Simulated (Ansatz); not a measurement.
System: litharge PbO. Method: PBE-D4 (Ansatz, a program for electronic structure, PAW).

Numerical settings: plane-wave cutoff 520 eV, 8×8×8 k mesh, Fermi–Dirac smearing 0.01 eV, scalar-relativistic PAW data made under PBE.

Cell (relaxed at this level):

```
CELL_PARAMETERS angstrom
      4.03671     0.00000     0.00000
      0.00000     4.03671     0.00000
      0.00000     0.00000     4.95373
ATOMIC_POSITIONS crystal
  Pb 0.50000 0.00000 0.76061
  Pb 0.00000 0.50000 0.23939
  O  0.50000 0.50000 0.00000
  O  0.00000 0.00000 0.00000
```

Problem. Predict the bulk modulus B0, band gap, smallest direct gap on the k points sampled and direct gap at Γ.

Solution. 
bulk modulus B0: 22.0 GPa
band gap: 1.24 eV
smallest direct gap on the k points sampled: 2.16 eV
direct gap at Γ: 2.45 eV

Measured, for comparison: bulk modulus 23.1 GPa (temperature not stated, no zero-point or thermal correction; as tabulated in Canepa et al. (2012), arXiv:1204.2842). Computed (rounded) less measured: bulk modulus -5 % (against room or unstated temperature, where such soft solids are markedly softer).

Note: the bulk modulus comes from volumes at which shape and atoms were relaxed.

Spin–orbit coupling is not included; with these elements it can move the gap by several tenths of an eV or more.

Computed values are for the static lattice.
